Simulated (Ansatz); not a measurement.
**CH4FSi (SMILES [CH2][SiH2]F): the energy to break a bond**

CH4FSi: 7 atoms, total charge 0, spin state doublet. SMILES: `[CH2][SiH2]F`. The shape was relaxed beforehand at B3LYP/def2-SVP. This is one conformer, not always the lowest.

```xyz
7

C    -0.8777    0.2853   -0.6195
Si    0.5946   -0.1558    0.3964
F     0.6590   -1.7773    0.5579
H    -1.5466   -0.4694   -1.0488
H    -1.1475    1.3243   -0.8435
H     0.5159    0.4377    1.7626
H     1.8637    0.2873   -0.2507
```

Wanted: the dissociation energy of the H7–Si2 bond into doublet H and singlet CH3FSi (shapes relaxed at B3LYP/def2-SVP, no zero-point term). 1 Eh = 2625.50 kJ/mol = 27.2114 eV. Totals in Eh; open shells run unrestricted unless said.

| level | program | CH4FSi | doublet H | singlet CH3FSi |
| --- | --- | --- | --- | --- |
| UB3LYP/def2-TZVP | Ansatz | -429.945458 | -0.502154 | -429.341134 |
| UCAM-B3LYP/def2-TZVP | Ansatz | -429.880015 | -0.498811 | -429.275778 |
| RPA@PBE/def2-TZVP, 7 core orbitals frozen | Ansatz | -429.478117 | -0.513303 | -428.867373 |

Question: Work out the dissociation energy at each level.

Answer: 
1. UB3LYP/def2-TZVP: (-0.502154) + (-429.341134) − (-429.945458) = 0.102170 Eh = 268.2 kJ/mol = 2.78 eV.
2. UCAM-B3LYP/def2-TZVP: (-0.498811) + (-429.275778) − (-429.880015) = 0.105426 Eh = 276.8 kJ/mol = 2.87 eV.
3. RPA@PBE/def2-TZVP: (-0.513303) + (-428.867373) − (-429.478117) = 0.097441 Eh = 255.8 kJ/mol = 2.65 eV.

The levels span 256 to 277 kJ/mol; no measured value is set beside them. A fragment with an even electron count was run as a singlet and may have a lower triplet. A bond enthalpy at 298 K also holds the loss of zero-point energy and thermal terms.
